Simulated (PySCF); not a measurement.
A side-by-side comparison of computed properties.

First species: C3H11P3.
SMILES: `CP(CP)CP`

Second species: 1-methoxy-2-propanol, C4H10O2.
Cartesian coordinates in Å at the GFN2-xTB level; atoms count from 1:
```
atom  x, y, z in Å
C1     2.5765   -0.0726    0.1307
O2     1.2822   -0.5402    0.4047
C3     0.2732    0.1884   -0.2624
C4    -1.0786   -0.4142    0.1389
C5    -2.2326    0.3141   -0.5375
O6    -1.2531   -0.3254    1.5339
H7     2.6986    0.9706    0.4479
H8     3.2613   -0.7059    0.6909
H9     2.8055   -0.1426   -0.9396
H10    0.3100    1.2471    0.0367
H11    0.4099    0.1273   -1.3521
H12   -1.0784   -1.4750   -0.1633
H13   -2.2267    1.3617   -0.2477
H14   -2.1480    0.2375   -1.6177
H15   -3.1718   -0.1268   -0.2172
H16   -0.4355   -0.6351    1.9423
```

Levels: B3LYP/def2-SVPD for dipole moment, HOMO energy, LUMO energy, HOMO–LUMO gap, static isotropic polarisability and electronic spatial extent ⟨r²⟩ about the centre of nuclear charge; TDDFT B3LYP/def2-SVPD for lowest singlet excitation; TDA B3LYP/def2-SVPD for lowest triplet excitation (Tamm–Dancoff); GFN2-xTB for rotational constant A and rotational constant C. Geometries: GFN2-xTB. All species are isolated and taken at one optimised geometry, non-relativistic unless stated. Electronic properties by PySCF.

The conformers computed, where there is a choice (atom-mapped SMILES and torsion angles):
- `[CH3:1][P:2]([CH2:3][PH2:4])[CH2:5][PH2:6]`: C1–P2–C3–P4 85°, C1–P2–C5–P6 -69°, H–P4–C3–P2 -46°, H–P4–C3–P2 46°, H–P6–C5–P2 -160°, H–P6–C5–P2 -68°
- `[CH3:1][O:2][CH2:3][C@H:4]([CH3:5])[OH:6]`: C1–O2–C3–C4 -179°, O2–C3–C4–C5 180°, H–O6–C4–C3 -47°

Values for the first species:

```
Dipole moment                                                     : 1.22 D
HOMO energy                                                       : -6.63 eV
LUMO energy                                                       : 0.00 eV
HOMO–LUMO gap                                                     : 6.63 eV
Lowest singlet excitation                                         : 5.83 eV
Lowest triplet excitation (Tamm–Dancoff)                          : 5.11 eV
Static isotropic polarisability                                   : 118.3 au
Electronic spatial extent ⟨r²⟩ about the centre of nuclear charge : 1624 bohr²
Rotational constant A                                             : 5.151 GHz
Rotational constant C                                             : 0.683 GHz
```

Problem. Estimate the same properties for the second species, and the change in each.

Solution. 
```
                                                         property       first     second  second less first
                                                    dipole moment      1.22 D     2.38 D            +1.16 D
                                                      HOMO energy    -6.63 eV   -7.53 eV           -0.90 eV
                                                      LUMO energy     0.00 eV    0.37 eV           +0.37 eV
                                                    HOMO–LUMO gap     6.63 eV    7.90 eV           +1.27 eV
                                        lowest singlet excitation     5.83 eV    6.91 eV           +1.08 eV
                         lowest triplet excitation (Tamm–Dancoff)     5.11 eV    6.77 eV           +1.66 eV
                                  static isotropic polarisability    118.3 au    62.1 au           -56.2 au
electronic spatial extent ⟨r²⟩ about the centre of nuclear charge  1624 bohr²  771 bohr²         -853 bohr²
                                            rotational constant A   5.151 GHz  7.851 GHz         +2.700 GHz
                                            rotational constant C   0.683 GHz  1.646 GHz         +0.963 GHz
```

On the first: The dipole equals about 4.1 × 10⁻³⁰ C·m (1 D = 3.33564 × 10⁻³⁰ C·m). The vertical singlet–triplet gap S1 − T1 is 0.72 eV (TDDFT singlet less Tamm–Dancoff triplet; S1: HOMO→LUMO, weight 0.98; T1: HOMO→LUMO+1, weight 0.85).

On the second: The polarisability is 9.21 Å³ as a volume (1 au = 0.148185 Å³), or 1.24 au for each of the 50 electrons. The principal polarisabilities are 54.9, 59.1 and 72.4 au; their mean is the isotropic value.
